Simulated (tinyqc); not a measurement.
The integration grid: Kohn-Sham R2SCAN on finer and finer grids in the sto-6g basis, for LiH, spin multiplicity 1. Computed by the program tinyqc with PySCF. Self-consistent on each grid; the net force on the molecule should vanish.

Geometry (angstrom):
```
atom       x       y       z
Li    0.0000  0.0000  0.0000
H     0.0000  0.0000  1.5810
```

Kohn-Sham energy on Becke grids (radial x angular points per atom):
```
grid       points  residual of the electron count  E (hartree)  E - finest (mhartree)  largest net force without grid terms (hartree/bohr)
10 x 14       274                       -4.09e-02    -8.020183              13.341704                                             1.28e-02
15 x 26       770                        7.28e-04    -8.029885               3.639535                                             4.27e-03
20 x 50      1988                        4.48e-04    -8.033707              -0.182074                                             2.94e-03
30 x 86      5142                       -9.76e-05    -8.033572              -0.047091                                             2.84e-05
50 x 194    19360                        6.05e-06    -8.033526              -0.001855                                             3.57e-05
75 x 302    45213                       -7.90e-07    -8.033525              -0.000161                                             6.42e-05
120 x 590  141390                        6.44e-09    -8.033525               0.000000                                             7.07e-06
```

What does the comparison show, and why?

The energy is within 0.1 mhartree of the finest grid first at 30 x 86. The error has both signs, since quadrature is not variational. The electron count and the net force are cheap signs of a poor grid.
